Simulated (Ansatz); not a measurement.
A calculation with Ansatz (development build ahead of 0.2.0).

```yaml
crystal:
  periodic: [false, false, false]
  atoms:
    - { symbol: C, position_ang: [1.10545, 0.0, 0.0] }
    - { symbol: C, position_ang: [0.3416, 1.05135, 0.0] }
    - { symbol: C, position_ang: [-0.89433, 0.64977, 0.0] }
    - { symbol: C, position_ang: [-0.89433, -0.64977, 0.0] }
    - { symbol: C, position_ang: [0.3416, -1.05135, 0.0] }
    - { symbol: H, position_ang: [2.11358, 0.0, 0.0] }
    - { symbol: H, position_ang: [0.65313, 2.01013, 0.0] }
    - { symbol: H, position_ang: [-1.70992, 1.24233, 0.0] }
    - { symbol: H, position_ang: [-1.70992, -1.24233, 0.0] }
    - { symbol: H, position_ang: [0.65313, -2.01013, 0.0] }
basis:
  gaussian: { orbitals: cc-pVDZ }
total_charge: -1
hamiltonian:
  xc: hf
correlation:
  method: mp2
  frozen_orbitals: { C: 1, H: 0 }
```

The input is written out in the form of the current development build from the run's settings.

Output:

```yaml
Converged: yes
Reference_energy: -192.11367 hartree
Correlation_energy: -0.65950 hartree
Total_energy: -192.77317 hartree
Spin_squared_of_the_determinant: 0.000
```

Caution: no unrestricted run beside it, a lower state can exist; no diffuse functions for an anion.
